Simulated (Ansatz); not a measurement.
**BNH+ (triplet): wave-function methods side by side, cc-pVTZ**

How much of the correlation energy of BNH+ (triplet) does each wave-function method recover here?

Method: cc-pVTZ, core rule «outside noble gas», up to 2 orbitals frozen; program: Ansatz 0.2.0, Gaussian basis.

The runs, in order: UHF; CCSD(T) on ROHF; CCSD(T) on UHF; BCCD(T) on ROHF; CCSDT(Q) on ROHF; CCSDT(Q) on UHF; CASSCF and MRCISD+Q, 8 electrons in 9 orbitals; CASSCF and NEVPT2, 8 electrons in 9 orbitals.

5 further runs of the same task are left out: 5 set aside as unsound or not needed.

**1. What is computed**

The geometry is a PBE0/def2-TZVP stationary point (not a proven minimum) of the parent state, kept for this charge and spin.

3 atoms, charge 1, spin multiplicity 3.

Atoms are counted from 1 here; the program's logs count them from 0.

Bond lengths: B1–N2 1.503 Å, B1–H3 1.206 Å. Angles: N2–B1–H3 117.0°.

As a file:

```xyz
3
BHN
B     0.00000   -0.18523    0.77297
N     0.00000    0.08743   -0.70502
H     0.00000    0.77181    1.50645
```

**2. UHF**

File in.yaml:

```yaml
crystal:
  periodic: [false, false, false]
  atoms:
    - {symbol: B, position_ang: [0.000000, -0.185227, 0.772970]}
    - {symbol: N, position_ang: [0.000000, 0.087426, -0.705019]}
    - {symbol: H, position_ang: [0.000000, 0.771807, 1.506451]}
basis:
  gaussian: {orbitals: cc-pVTZ}
total_charge: 1
magnetization: {spin_polarized: true, initial_magnetization: 2}
hamiltonian: {xc: hf}
output: {orbitals: {seedname: orbitals}}
```

The run is started by

```sh
$ ansatz run in.yaml --threads 1 --pin off --events-out ev --progress --plain --max-ram 2816MiB --backend cpu
```

Further steps of the session: CCSD(T) on ROHF; CCSD(T) on UHF; BCCD(T) on ROHF; CCSDT(Q) on ROHF; CCSDT(Q) on UHF; CASSCF and MRCISD+Q, 8 electrons in 9 orbitals; CASSCF and NEVPT2, 8 electrons in 9 orbitals.

Q: Predict the results of all the runs planned. Wanted: UCCSDT(Q) below the RHF energy; RMP2 from UCCSDT(Q); UMP2 from UCCSDT(Q); RCCSD from UCCSDT(Q); RCCSD(T) from UCCSDT(Q); UCCSD(T) from UCCSDT(Q); RCCSDT(Q) from UCCSDT(Q); NEVPT2 valence from UCCSDT(Q); MRCISD+Q valence from UCCSDT(Q).

As calculated:

```
                         quantity                      value
   UCCSDT(Q) below the RHF energy                 -6.5226 eV
              RMP2 from UCCSDT(Q)                +1105.1 meV
              UMP2 from UCCSDT(Q)                +1123.6 meV
             RCCSD from UCCSDT(Q)                 +314.7 meV
          RCCSD(T) from UCCSDT(Q)                  +59.7 meV
          UCCSD(T) from UCCSDT(Q)                  +59.5 meV
         RCCSDT(Q) from UCCSDT(Q)                   +7.1 meV
    NEVPT2 valence from UCCSDT(Q)                 +765.0 meV
  MRCISD+Q valence from UCCSDT(Q)                  +48.8 meV
levels within 1 kcal/mol (43 meV)  RCCSDT, UCCSDT, RCCSDT(Q)
                    T1 diagnostic                      0.044
   effectively unpaired electrons                       2.05
```

RCCSD(T) misses by +59.7 meV, 0.9 % of the correlation energy. The occupations are near whole numbers, but T1 = 0.044 shows that the orbitals relax strongly. Of the multireference levels listed MRCISD+Q valence comes nearest in total energy (+48.8 meV), which doesn't show that its space is the better one. These misses are within one basis, not against nature; the frozen cores of restricted and unrestricted runs differ, which can shift their rows.
